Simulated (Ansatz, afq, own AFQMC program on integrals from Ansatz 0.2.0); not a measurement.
AFQMC on a folder of integrals that Ansatz 0.2.0 wrote.

```yaml
crystal:
  periodic: [false, false, false]
  atoms:
    - {symbol: B, position_ang: [0.097972, 0.000000, -1.547391]}
    - {symbol: C, position_ang: [-0.772533, 0.000000, -0.489506]}
    - {symbol: Si, position_ang: [0.292660, 0.000000, 0.804976]}
basis:
  gaussian: {orbitals: cc-pVDZ}
magnetization: {spin_polarized: true, initial_magnetization: 1}
correlation: {method: ccsd_t, electrons: outside_noble_gas, hamiltonian_folder: ham}
```

```sh
$ ansatz run in.yaml --threads 1 --pin off --events-out ev --progress --plain --max-ram 1382MiB
```

Options of the walk:

```
--method phaseless --trial hf --walkers 120 --populations 1 --least-time 40 --time-step 0.005 --steps-per-block 20 --equilibration-blocks 112 --max-blocks 600 --target-error 0.0012000 --factor-cut 1e-05 --start spin_pure --seed 5157 --taylor-order 6
```

Times are imaginary, in 1/Eh. The walk had a cap of 1475 s.

Output of the walk:

```
orbitals 39  electrons 6 5  factors 311 of 451
reference energy -351.31975257 Eh
CCSD correlation -0.27590389 Eh in 15 cycles, weight of the determinant in the CISD state 0.8249
energy of the start -351.321508 Eh
 block  time / (1/Eh)  mean weight  energy / Eh
     1     0.100  1.0014  -351.365879
     2     0.200  1.0028  -351.412041
     3     0.300  1.0028  -351.436160
     4     0.400  1.0005  -351.462982
     5     0.500  1.0003  -351.482979
     8     0.800  1.0030  -351.525697
    18     1.800  0.9998  -351.580123
    69     6.900  0.9990  -351.609504
   120    12.000  1.0016  -351.663065
   171    17.100  0.9992  -351.610789
   222    22.200  1.0015  -351.620118
   273    27.300  1.0012  -351.628188
   324    32.400  1.0017  -351.576498
   375    37.500  1.0015  -351.601759
   426    42.600  1.0004  -351.664320
   477    47.700  0.9990  -351.606777
   528    52.800  1.0008  -351.603934
   545    54.500  0.9993  -351.566222
   579    57.900  1.0005  -351.623410
   630    63.000  0.9990  -351.610700
   681    68.100  1.0015  -351.615805
   698    69.800  0.9988  -351.589906
blocks merged  error / Eh  count
     1  0.000935  600
     2  0.001240  300
     4  0.001580  150
     8  0.001941  75
    16  0.002301  37
    32  0.002466  18
    64  0.002148  9
energy -351.613679 +/- 0.002466 Eh
(rows thinned)
```

The run passed its tests (sampling time, drift between the halves within three errors, error under three times the target), which doesn't prove that it has relaxed.

Against this walk (error 67.1 meV) on the same determinant: CCSD(T) 13.6 meV higher (within the noise), CCSDT(Q) 69.8 meV lower (within the noise). The error is statistical and leaves out the bias of the constraint. None of these is a sure reference here.

Cautions: constraint bias not in the error; error above the target (67.1 against 32.7 meV); (T) is large, 6 % of the CCSD correlation; unrestricted determinant slightly spin contaminated (⟨S²⟩ 0.83 against 0.75).

The walk took 3.7 min on 1 thread of Intel(R) Xeon(R) 6975P-C (Granite Rapids), with other jobs on the host. The log's last line is the phaseless energy.

CCSDT and higher add their correlation energy to the determinant of the CCSD(T) run, since their own runs factorise the integrals more tightly (a shift of under 2 meV). A walk keeps the symmetry of its determinant, which the program's search chose and which needn't be the lowest solution, so a lower state of the same spin and another symmetry isn't excluded.
